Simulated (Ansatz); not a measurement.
C₄H₄F₂, SMILES `C=C/C(F)=C/F`, relaxed with RKS PBE0-D4/def2-TZVP in Ansatz 0.2.0 from a PBE-D4/def2-SVP geometry. The force threshold is 0.005 eV/Å; the program also tests the step.

Charge 0, multiplicity 1.

Start:

```xyz
10

C    -1.053    1.511   -0.376
C    -0.221    0.463   -0.568
C     0.214   -0.430    0.489
F    -0.252   -0.177    1.727
C     1.049   -1.482    0.294
F     1.430   -2.285    1.291
H    -1.450    1.743    0.623
H    -1.354    2.157   -1.213
H     0.175    0.238   -1.572
H     1.462   -1.737   -0.694
```

Question: How much energy does the relaxation release, and in how many steps? (An estimate is asked.)

Answer: Ansatz gave: 5.87 kJ/mol, in 5 steps.

Question: Which bonds change most? (An estimate is asked.)

Answer: The calculation gave: C3–C5 from 1.357 to 1.332 Å; C1–C2 from 1.351 to 1.331 Å; C5–H10 from 1.101 to 1.081 Å; C1–H7 from 1.100 to 1.083 Å.

Question: Give the relaxed structure. (Estimate.)

Answer: Ansatz gave: 
```xyz
10

C    -1.039    1.492   -0.373
C    -0.221    0.461   -0.564
C     0.215   -0.429    0.484
F    -0.246   -0.181    1.712
C     1.035   -1.460    0.287
F     1.415   -2.260    1.277
H    -1.434    1.725    0.608
H    -1.334    2.128   -1.197
H     0.168    0.238   -1.552
H     1.442   -1.713   -0.682
```
